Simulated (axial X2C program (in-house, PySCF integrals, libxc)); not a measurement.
# Ionising PO

Computed with an in-house all-electron X2C program for linear molecules (integrals from PySCF), spin-free (one-electron X2C) or two-component (2c: spin–orbit coupling with atomic mean-field Coulomb and Gaunt terms, which also bring small scalar terms), in Dyall basis sets with cores contracted in-house; open shells are unrestricted.

Basis sets: O dyall-av3z, P dyall-v3z.

```json
{"Hamiltonian": "spin-free", "level": "PBE0", "PO state": "M_S = 1/2, Λ = 1", "Re (Å)": "1.483", "ωe (cm⁻¹)": "1272.6", "De (eV)": "5.81"}
{"Hamiltonian": "2c", "level": "PBE0", "PO state": "Ω = 1/2", "Re (Å)": "1.483", "ωe (cm⁻¹)": "1272.3", "De (eV)": "5.82"}
```

Adiabatic ionisation energy (minimum to minimum, no zero-point term) and constants of PO⁺:

```tsv
Hamiltonian	level	PO⁺ state	IE (eV)	Re (Å)	ωe (cm⁻¹)	De (eV)	fragments
spin-free	PBE0	M_S = 0, Λ = 0	8.55	1.427	1471.4	7.78	P+ + O
2c	PBE0	Ω = 0	8.56	1.428	1471.3	7.78	P+ + O
```

(1) Add the zero-point terms to the ionisation energy at PBE0, 2c, and say whether the electron removed was bonding.

(2) Close the cycle De(PO⁺) + IE(PO) = De(PO) + IE(P) to find the atomic ionisation energy at PBE0, 2c.

Each entry is the lowest single determinant of a limited PBE0 search at one distance. De goes to single-determinant-based atoms at the same level (for ions the charge split of lowest energy) and is withheld (n/a) where an atom does not fit its ground term or J level. Main or longest-lived isotopes. Some light 2c atoms are not at their ground J level, so De misses part of their lowering (0.04 eV or less). The functionals have no current term, which raises determinants with orbital currents.

## Answers

(1) IE0 = IE + (ωe⁺ − ωe)/2 = 8.56 + (0.012) = 8.57 eV. Re changes by -0.055 Å, so the bond shortens, as on loss of an antibonding or a polarising non-bonding electron.

(2) IE(P) = 7.78 + 8.56 − 5.82 = 10.52 eV, for the determinants used.
